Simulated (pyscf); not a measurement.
CH₄ + •H₂Si–Cl -> CH₃• + H₃Si–Cl (hydrogen abstraction; doublet surface; C–H broken, H–Si formed). Structures and frequencies: ωB97X-D3(BJ)/def2-SVP in PySCF. MP2 and CC: frozen core, UHF for open shells. ΔMP2 is the change of the MP2 total energy from the triple- to the quadruple-zeta basis. Energies in kJ/mol from the separated reactants.

| level | barrier | reaction energy |
|---|---|---|
| ωB97X-D3(BJ)/def2-TZVP | 93.3 | +66.5 |
| PBE/def2-TZVP | 89.3 | +84.1 |
| r²SCAN/def2-TZVP | ___ | +67.3 |
| MP2/def2-QZVPP | 111.3 | +71.5 |
| CCSD/def2-TZVPP | 105.0 | +61.1 |
| CCSD(T)/def2-TZVPP | 102.3 | +65.0 |
| CCSD(T)/def2-TZVPP + ΔMP2(QZVPP) | ___ | ___ |

Question: Some entries are withheld; supply them.

Answer: 
- r²SCAN/def2-TZVP, barrier: 88.3
- CCSD(T)/def2-TZVPP + ΔMP2(QZVPP), barrier: 100.8
- CCSD(T)/def2-TZVPP + ΔMP2(QZVPP), reaction energy: +64.9

Of the functionals in the table, ωB97X-D3(BJ) is closest to CCSD(T)/def2-TZVPP + ΔMP2(QZVPP) in the barrier (7.5 kJ/mol apart) and r²SCAN least close (12.5 kJ/mol); that level has limits of its own. One saddle was located; it need not be the lowest between these sides. The angle at the transferred H is 170°. The CCSD(T) − MP2 part came from Ansatz, without density fitting, on the same reference.
